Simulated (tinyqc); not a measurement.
Inside a calculation. Method: ROHF in the sto-3g basis, for NH3+, spin multiplicity 2. One step of it, computed by the program tinyqc.

Problem. Iteration 1: Roothaan effective Fock matrix. With projectors Pc = D(beta) S, Po = (D(alpha) - D(beta)) S, Pv = 1 - D(alpha) S, the block xy is Px^T F Py; with Fc = (F(alpha) + F(beta))/2, the blocks are Fc for cc, oo, vv and cv, F(beta) for co and F(alpha) for ov.

F(alpha) (hartree), lower triangle:
```
,1N 1s,1N 2s,1N 2px,1N 2py,1N 2pz,2H 1s,3H 1s,4H 1s
1N 1s,-16.896611
1N 2s,-4.227245,-2.944450
1N 2px,0.000001,0.000006,-1.027027
1N 2py,0.000000,0.000000,0.000000,-1.027025
1N 2pz,0.026977,0.266064,-0.000004,0.000000,-0.996820
2H 1s,-1.223486,-1.480074,-0.575523,0.000000,0.482687,-1.203679
3H 1s,-1.223520,-1.480101,0.287772,-0.498417,0.482698,-0.761337,-1.203704
4H 1s,-1.223520,-1.480101,0.287772,0.498417,0.482698,-0.761337,-0.761360,-1.203704
```

F(beta) (hartree), lower triangle:
```
,1N 1s,1N 2s,1N 2px,1N 2py,1N 2pz,2H 1s,3H 1s,4H 1s
1N 1s,-16.038954
1N 2s,-4.079398,-2.685052
1N 2px,0.000001,0.000005,-0.883845
1N 2py,0.000000,0.000000,0.000000,-0.883843
1N 2pz,0.023487,0.237819,-0.000004,0.000000,-0.856774
2H 1s,-1.176517,-1.334383,-0.513025,0.000000,0.428459,-1.048138
3H 1s,-1.176550,-1.334408,0.256522,-0.444293,0.428469,-0.679437,-1.048161
4H 1s,-1.176550,-1.334408,0.256522,0.444293,0.428469,-0.679437,-0.679458,-1.048161
```

D(alpha) at the start, lower triangle:
```
,1N 1s,1N 2s,1N 2px,1N 2py,1N 2pz,2H 1s,3H 1s,4H 1s
1N 1s,1.063084
1N 2s,-0.235265,1.022744
1N 2px,0.000000,0.000000,0.466993
1N 2py,0.000000,0.000000,0.000000,0.466994
1N 2pz,-0.008229,0.032039,0.000000,0.000000,0.476712
2H 1s,-0.007098,0.009453,0.027017,0.000000,0.001586,0.483743
3H 1s,-0.007098,0.009452,-0.013508,0.023397,0.001586,0.042482,0.483743
4H 1s,-0.007098,0.009452,-0.013508,-0.023397,0.001586,0.042482,0.042484,0.483743
```

D(beta) at the start, lower triangle:
```
,1N 1s,1N 2s,1N 2px,1N 2py,1N 2pz,2H 1s,3H 1s,4H 1s
1N 1s,0.850467
1N 2s,-0.188212,0.818195
1N 2px,0.000000,0.000000,0.373594
1N 2py,0.000000,0.000000,0.000000,0.373595
1N 2pz,-0.006583,0.025631,0.000000,0.000000,0.381370
2H 1s,-0.005679,0.007562,0.021613,0.000000,0.001268,0.386995
3H 1s,-0.005679,0.007562,-0.010806,0.018717,0.001269,0.033986,0.386995
4H 1s,-0.005679,0.007562,-0.010806,-0.018717,0.001269,0.033986,0.033987,0.386995
```

overlap S, lower triangle:
```
,1N 1s,1N 2s,1N 2px,1N 2py,1N 2pz,2H 1s,3H 1s,4H 1s
1N 1s,1.000000
1N 2s,0.235038,1.000000
1N 2px,0.000000,0.000000,1.000000
1N 2py,0.000000,0.000000,0.000000,1.000000
1N 2pz,0.000000,0.000000,0.000000,0.000000,1.000000
2H 1s,0.066158,0.528254,0.384087,0.000000,-0.247798,1.000000
3H 1s,0.066160,0.528262,-0.192048,0.332629,-0.247803,0.297337,1.000000
4H 1s,0.066160,0.528262,-0.192048,-0.332629,-0.247803,0.297337,0.297347,1.000000
```

Give: effective F.

Solution.

effective F (hartree), lower triangle:
```
,1N 1s,1N 2s,1N 2px,1N 2py,1N 2pz,2H 1s,3H 1s,4H 1s
1N 1s,-16.3243
1N 2s,-4.1101,-2.6757
1N 2px,0.0000,0.0000,-0.9530
1N 2py,0.0000,0.0000,0.0000,-0.9530
1N 2pz,0.0183,0.2207,0.0000,0.0000,-0.9199
2H 1s,-1.1811,-1.3056,-0.5421,0.0000,0.4322,-1.0494
3H 1s,-1.1811,-1.3056,0.2711,-0.4695,0.4322,-0.6456,-1.0495
4H 1s,-1.1811,-1.3056,0.2711,0.4695,0.4322,-0.6456,-0.6456,-1.0495
```
